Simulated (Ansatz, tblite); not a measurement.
# The cluster ZnO₂−: one state, many levels

The task here is to estimate one member of a computed series from the others.

Program: Ansatz 0.2.0, Gaussian basis. Level of theory: as each input shows. These are calculated values, not measurements.

Levels to be run: GFN1-xTB, GFN2-xTB, PBE-D4/def2-TZVPD, r2SCAN-D4/def2-TZVPD, r2SCAN0-D4/def2-TZVPD, LDA/def2-TZVPD, revPBE-D4/def2-TZVPD, BLYP-D4/def2-TZVPD, HF/def2-TZVPD, PBE-D4/def2-SVPD, PBE0-D4/def2-SVPD, HF/STO-3G, HF/6-31G, B3LYP-D4/6-31G, CCSD(T)/def2-TZVPPD, MP2/def2-TZVPD, RPA/def2-TZVPD.

**The structure**

The doublet was relaxed beforehand with PBE0-D4/def2-TZVPD. At that level it is the lowest of the isomers that a small search found.

3 atoms, charge -1, spin multiplicity 2.

Bond lengths: Zn1–O2 1.740 Å, Zn1–O3 1.740 Å. Angles: O2–Zn1–O3 180.0°.

The ion is computed in the gas phase, without counter-ions or solvent.

PBE0-D4/def2-TZVPD was run before; its log isn't repeated, and its numbers join the tables.

Set-up of the first run:

Tight binding, by tblite at 300 K electronic temperature and without a spin-polarisation term:

```python
tblite.interface.Calculator('GFN1-xTB', numbers, positions, charge=-1, uhf=1).singlepoint()
```

Tight binding, by tblite at 300 K electronic temperature and without a spin-polarisation term:

```python
tblite.interface.Calculator('GFN2-xTB', numbers, positions, charge=-1, uhf=1).singlepoint()
```

start.molden holds the orbitals of an earlier run on this state, given as this run's starting guess.

File in.yaml:

```yaml
crystal:
  periodic: [false, false, false]
  atoms:
    - {symbol: Zn, position_ang: [-0.000089, -0.000023, -0.000038]}
    - {symbol: O, position_ang: [-0.017351, 1.371890, -1.069506]}
    - {symbol: O, position_ang: [0.017440, -1.371866, 1.069544]}
basis:
  gaussian: {orbitals: def2-TZVPD, initial_orbitals: start.molden}
total_charge: -1
magnetization: {spin_polarized: true, initial_magnetization: 1}
hamiltonian: {xc: pbe, dispersion: d4}
scf: {omitted_lower_state_checks: [starts]}
output: {orbitals: {seedname: orbitals}}
```

Command:

```console
$ ansatz run in.yaml --threads 4 --pin off --events-out ev --progress --plain --max-ram 3916MiB
```

Steps of the session up to this table: PBE-D4/def2-TZVPD; r2SCAN-D4/def2-TZVPD; r2SCAN0-D4/def2-TZVPD; LDA/def2-TZVPD; revPBE-D4/def2-TZVPD; BLYP-D4/def2-TZVPD; HF/def2-TZVPD; PBE-D4/def2-SVPD; PBE0-D4/def2-SVPD; HF/STO-3G; HF/6-31G; B3LYP-D4/6-31G; CCSD(T)/def2-TZVPPD; MP2/def2-TZVPD; RPA/def2-TZVPD.

One of the session's tables, all rows but one given; the rest of the session is left out.

```
                level  HOMO (eV)  LUMO (eV)  gap (eV)
            HF/STO-3G       4.17      14.72     10.56
             HF/6-31G      -0.19       6.56      6.75
        HF/def2-TZVPD      -0.36       4.06      4.42
       LDA/def2-TZVPD      -0.16      -0.17     -0.01
     PBE-D4/def2-SVPD       0.05       0.27      0.22
    PBE-D4/def2-TZVPD          ?          ?         ?
 revPBE-D4/def2-TZVPD       0.10       0.39      0.29
   BLYP-D4/def2-TZVPD       0.06       0.33      0.27
 r2SCAN-D4/def2-TZVPD      -0.22       0.60      0.81
       B3LYP-D4/6-31G      -0.25       2.07      2.32
    PBE0-D4/def2-SVPD      -0.80       1.36      2.15
   PBE0-D4/def2-TZVPD      -0.79       1.39      2.18
r2SCAN0-D4/def2-TZVPD      -0.65       1.68      2.33
```

Estimate the missing values for PBE-D4/def2-TZVPD.

**Answer.** HOMO (eV): 0.01; LUMO (eV): 0.27; gap (eV): 0.25. In the column «HOMO (eV)» it lies between LDA/def2-TZVPD (-0.16) and PBE-D4/def2-SVPD (0.05).

Limits of these values: Doubts: large T1 diagnostic, spin contamination. LDA leaves an empty level below a filled one, so this occupation isn't an aufbau state there; left out of the range. Notes on CCSD(T)/def2-TZVPPD: large T1 diagnostic, spin contamination.
